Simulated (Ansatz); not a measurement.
Cubic perovskite BaTiO3 (cubic high-temperature phase), treated with PBE in Ansatz (PAW).

Numerical settings: plane-wave cutoff 520 eV, 6×6×6 k mesh, perturbation theory, no spin polarisation, scalar-relativistic PAW data made under PBE.

The cell has the measured lattice: a = b = c = 4.0010 Å, α = β = γ = 90.00°.

Task: Give the computed electronic dielectric constant ε∞.

Result: 
electronic dielectric constant ε∞: 6.68

Measured, for comparison: high-frequency dielectric constant 5.4 (temperature not stated, no zero-point or thermal correction; as tabulated in Ghosez et al. (1997), arXiv:cond-mat/9706294). Computed (rounded) less measured: high-frequency dielectric constant +24 %.

Note: the run finds an imaginary mode (223i cm⁻¹), so the cell is a saddle point at this level; the cell isn't this level's own, so it is under some stress, which shifts stiffness and frequencies.

Spin–orbit coupling is not included.

Ansatz is an electronic-structure program.
